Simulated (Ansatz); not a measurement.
(1) Predict a relaxed structure of Li2F, charge 0, doublet, at B3LYP-D4/def2-TZVP (Ansatz).

Results:

(1) 
```
atom    x (Å)    y (Å)    z (Å)
 Li1  -0.7997  -1.1339   0.2853
 Li2   0.7131   1.1792   0.3281
  F3   0.0866  -0.0453  -0.6134
```
Point group C2v (tolerance 0.1 Å). This is one stationary point.

The structure comes from a short search, and lower isomers may exist.
